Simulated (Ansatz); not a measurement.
A made-up structure of CH$_{5}$MgSi (charge -1), singlet:

Mg1  (-1.022, 0.210, -0.606)
C2  (0.630, 0.806, 0.524)
Si3  (0.939, -1.120, 0.409)
H4  (2.050, -1.886, 0.850)
H5  (0.544, 1.115, 1.572)
H6  (1.474, 1.352, 0.086)
H7  (0.543, -1.191, -1.138)
H8  (-0.596, -1.482, 0.677)
(Å)

It is relaxed with PBE-D4/def2-SVPD and then PBE0-D4/def2-TZVPD (Ansatz 0.2.0). Atoms count as bonded within 1.22 times the sum of their covalent radii (H–H: 0.88 Å). The end point is not checked to be a true minimum.

(1) Does its bonding change? (A judgement: the text doesn't fix the answer.)

Results:

(1) By the calculation: Yes. Formed: none; broken: Mg1–Si3.

Where it ends: The first stage lowers the energy by 1.49 eV in 9 steps. It ends as CH₅MgSi ([Mg][CH2][SiH3]), total charge -1:
Mg1  (-1.344, 1.401, -0.587)
C2  (0.518, 0.641, 0.419)
Si3  (0.855, -1.144, 0.323)
H4  (2.092, -1.724, 0.978)
H5  (0.403, 0.978, 1.459)
H6  (1.319, 1.232, -0.045)
H7  (0.975, -1.620, -1.097)
H8  (-0.254, -1.960, 0.924)
(Å)

Labels in which every atom is bracketed show which atoms are joined, not bond orders.

For scale, one of the runs: PBE0-D4/def2-TZVPD relaxation, 160 basis functions, launched by `ansatz run in.yaml --threads 2 --pin off --events-out ev --progress --plain --max-ram 4352MiB`. Hardware: 2 CPU threads of an Arm Neoverse V2, shared host. Wall time about 17 s.
